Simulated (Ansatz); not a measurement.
A nudged elastic band was laid between two geometries of CH5BO (8 atoms, charge 0, multiplicity 1).

Theory: RKS BLYP/def2-SVPD (Ansatz).

```yaml
movable_images: 7
climbing_image: yes
spring: 5.0 eV/Å²
optimiser: quadratic models (default)
start_path: through a guess of the saddle point
force_threshold: 0.03 eV/Å
iteration_limit: 60
end_points: relaxed
```

Image 0:

```xyz
8
Properties=species:S:1:pos:R:3
B 0.057 0.018 -0.584
H -0.129 0.834 -1.470
O 0.538 -1.222 -0.921
H 0.694 -1.340 -1.874
C -0.231 0.343 0.926
H -0.042 -0.512 1.604
H 0.393 1.200 1.258
H -1.281 0.680 1.060
```

Image 8:

```xyz
8
Properties=species:S:1:pos:R:3
B 0.280 -1.027 0.345
H 0.021 0.994 -2.591
O 0.669 -2.005 -0.269
H 0.245 0.263 -2.569
C -0.210 0.207 1.123
H -0.243 0.001 2.210
H 0.464 1.069 0.955
H -1.227 0.498 0.796
```

Q: Which bonds break or form, and what moves?

A: Bonds broken: B1–H2, O3–H4. Bonds formed: H2–H4. CH5BO becomes CH3BO + H2.

Q: What energy profile does the band end with?

A: The forces met the threshold. The highest image is number 3 of 0 to 8, 52.8 kcal/mol above the first end and 43.1 kcal/mol above the last; the last end lies 9.8 kcal/mol above the first. Neighbouring images differ by up to 1.2 eV, so the band resolves the path poorly. A vibrational analysis at the climbing image gives one clearly imaginary mode, 1653i cm⁻¹: a first-order saddle point. The orbitals stay closed-shell, which can raise the energy where a bond breaks towards radicals; this wasn't checked here.

| image | path coordinate (Å) | energy (kcal/mol) | B1–H2 (Å) | O3–H4 (Å) | H2–H4 (Å) |
| --- | --- | --- | --- | --- | --- |
| 0 | 0.00 | 0.0 | 1.22 | 0.97 | 2.36 |
| 1 | 0.43 | 4.5 | 1.22 | 0.97 | 1.98 |
| 2 | 0.87 | 25.0 | 1.28 | 1.02 | 1.47 |
| 3 | 1.30 | 52.8 | 1.47 | 1.36 | 1.03 |
| 4 | 1.76 | 31.8 | 1.86 | 1.80 | 0.80 |
| 5 | 2.21 | 17.0 | 2.32 | 2.15 | 0.76 |
| 6 | 2.66 | 11.4 | 2.76 | 2.47 | 0.76 |
| 7 | 3.11 | 10.0 | 3.18 | 2.87 | 0.77 |
| 8 | 3.56 | 9.8 | 3.57 | 3.26 | 0.77 |

Q: What is the geometry of the highest image?

A: 
```xyz
8
Properties=species:S:1:pos:R:3
B 0.172 -0.377 -0.422
H 0.042 0.529 -1.571
O 0.586 -1.495 -0.952
H 0.362 -0.431 -1.765
C -0.215 0.312 0.923
H -0.066 -0.390 1.767
H 0.396 1.219 1.104
H -1.277 0.634 0.916
```

The run took 33 s on 2 threads of AMD EPYC 9B45 (Zen 5), on a shared host, peak memory 0.18 GiB.
